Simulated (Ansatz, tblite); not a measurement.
**SiMe2 (C2H6Si): a ladder of methods and basis sets**

Aim: run the singlet of SiMe2 (C2H6Si) at one geometry on many levels, and compare frontier levels, spin and run time.

Computed with Ansatz 0.2.0, Gaussian basis. Level: as each input shows.

The runs, in order: GFN1-xTB, GFN2-xTB, PBE-D4/def2-TZVP, r2SCAN-D4/def2-TZVP, BHLYP-D4/def2-TZVP, CAM-B3LYP-D4/def2-TZVP, r2SCANh-D4/def2-TZVP, B2PLYP/def2-TZVP, ωB97X-V/def2-TZVP, HF/def2-TZVP, B97M-V/def2-TZVP, PBE-D4/def2-SVP, PBE0-D4/def2-SVP, HF/STO-3G, PBE0-D4/def2-TZVPD, PBE-D4/def2-TZVPD, r2SCAN-D4/def2-TZVPD, CCSD(T)/def2-TZVPP, MP2/def2-TZVP, RPA/def2-TZVP, CCSD(T)/def2-TZVPD.

### Step 1. The relaxed structure

The geometry is that of the singlet, from an earlier relaxation (B3LYP-D4/def2-TZVP).

9 atoms, charge 0, spin multiplicity 1.

Bond lengths: Si1–C2 1.907 Å, Si1–C6 1.907 Å, C2–H3 1.097 Å, C2–H4 1.097 Å, C2–H5 1.090 Å, C6–H7 1.098 Å, C6–H8 1.097 Å, C6–H9 1.090 Å. Angles: C2–Si1–C6 97.6°, Si1–C2–H3 109.7°, Si1–C2–H4 110.6°, Si1–C2–H5 113.2°, H3–C2–H4 106.2°, H3–C2–H5 108.3°, H4–C2–H5 108.6°, Si1–C6–H7 109.5°, Si1–C6–H8 110.9°, Si1–C6–H9 113.2°, H7–C6–H8 106.2°, H7–C6–H9 108.2°, H8–C6–H9 108.6°.

Coordinates:

```mol
C2H6Si
  3D, bonds by distance, orders not assigned

  9  8  0  0  0  0  0  0  0  0999 V2000
   -0.0012    0.0090   -1.3026 Si  0  0
    1.4344   -0.0124   -0.0482 C   0  0
    1.3770   -0.9213    0.5642 H   0  0
    1.3517    0.8314    0.6476 H   0  0
    2.4171    0.0213   -0.5191 H   0  0
   -1.4344    0.0111   -0.0452 C   0  0
   -1.3811    0.9198    0.5683 H   0  0
   -1.3456   -0.8329    0.6493 H   0  0
   -2.4178   -0.0260   -0.5143 H   0  0
  1  2  8  0
  1  6  8  0
  2  3  8  0
  2  4  8  0
  2  5  8  0
  6  7  8  0
  6  8  8  0
  6  9  8  0
M  END
```

PBE0-D4/def2-TZVP was run before; its log isn't repeated, and its numbers join the tables.

### Step 2. GFN1-xTB

Tight binding, by tblite at 300 K electronic temperature and without a spin-polarisation term:

```python
tblite.interface.Calculator('GFN1-xTB', numbers, positions, charge=0, uhf=0).singlepoint()
```

Energy -251.0896 eV, HOMO -9.63 eV, LUMO -6.99 eV; 0.004 s.

### Step 3. GFN2-xTB

Tight binding, by tblite at 300 K electronic temperature and without a spin-polarisation term:

```python
tblite.interface.Calculator('GFN2-xTB', numbers, positions, charge=0, uhf=0).singlepoint()
```

Energy -244.7395 eV, HOMO -8.57 eV, LUMO -6.20 eV; 0.003 s.

### Step 4. PBE-D4/def2-TZVP

start.molden holds the orbitals of an earlier run on this state, given as this run's starting guess.

in.yaml reads:

```yaml
crystal:
  periodic: [false, false, false]
  atoms:
    - {symbol: Si, position_ang: [-0.001246, 0.008972, -1.302597]}
    - {symbol: C, position_ang: [1.434431, -0.012391, -0.048198]}
    - {symbol: H, position_ang: [1.376996, -0.921292, 0.564191]}
    - {symbol: H, position_ang: [1.351697, 0.831412, 0.647624]}
    - {symbol: H, position_ang: [2.417123, 0.021269, -0.519094]}
    - {symbol: C, position_ang: [-1.434415, 0.011119, -0.045170]}
    - {symbol: H, position_ang: [-1.381147, 0.919804, 0.568304]}
    - {symbol: H, position_ang: [-1.345617, -0.832915, 0.649297]}
    - {symbol: H, position_ang: [-2.417813, -0.025989, -0.514347]}
basis:
  gaussian: {orbitals: def2-TZVP, initial_orbitals: start.molden}
hamiltonian: {xc: pbe, dispersion: d4}
scf: {omitted_lower_state_checks: [starts]}
output: {orbitals: {seedname: orbitals}}
```

Started as:

```
> ansatz run in.yaml --threads 4 --pin off --events-out ev --progress --plain --max-ram 3916MiB
```

After this run come: r2SCAN-D4/def2-TZVP; BHLYP-D4/def2-TZVP; CAM-B3LYP-D4/def2-TZVP; r2SCANh-D4/def2-TZVP; B2PLYP/def2-TZVP; ωB97X-V/def2-TZVP; HF/def2-TZVP; B97M-V/def2-TZVP; PBE-D4/def2-SVP; PBE0-D4/def2-SVP; HF/STO-3G; PBE0-D4/def2-TZVPD; PBE-D4/def2-TZVPD; r2SCAN-D4/def2-TZVPD; CCSD(T)/def2-TZVPP; MP2/def2-TZVP; RPA/def2-TZVP; CCSD(T)/def2-TZVPD.

Before running them: what should the planned runs give, taken together? Wanted: gap in def2-TZVP, named functionals and Hartree-Fock, smallest and largest; correlation energy, CCSD(T)/def2-TZVPP; correlation energy, MP2/def2-TZVP; correlation energy, CCSD(T)/def2-TZVPD; binding an atom, CCSD(T)/def2-TZVPP; PBE0 total energy, smallest basis above largest.

**Answer**, as computed:

```
                                                                  quantity                           value
gap in def2-TZVP, named functionals and Hartree-Fock, smallest and largest  1.91 eV (PBE-D4), 9.33 eV (HF)
                                    correlation energy, CCSD(T)/def2-TZVPP                       -14.35 eV
                                         correlation energy, MP2/def2-TZVP                       -12.11 eV
                                    correlation energy, CCSD(T)/def2-TZVPD                       -14.00 eV
                                       binding an atom, CCSD(T)/def2-TZVPP                        3.598 eV
                           PBE0 total energy, smallest basis above largest  5.13 eV (def2-SVP, def2-TZVPD)
```

What this shows: Over the named functionals and Hartree-Fock in def2-TZVP the gap runs from 1.91 eV (PBE-D4) to 9.33 eV (HF); exact exchange widens it. A small miss in a minimal or small basis is a cancelling of errors, not accuracy. The functionals in def2-TZVP miss CCSD(T)/def2-TZVPP by +0.007 (BHLYP-D4) to +0.113 eV (PBE-D4) an atom. The reference is CCSD(T) in one finite basis, so it carries an error of its own, often a tenth of an eV or more, and near misses can't be ranked.
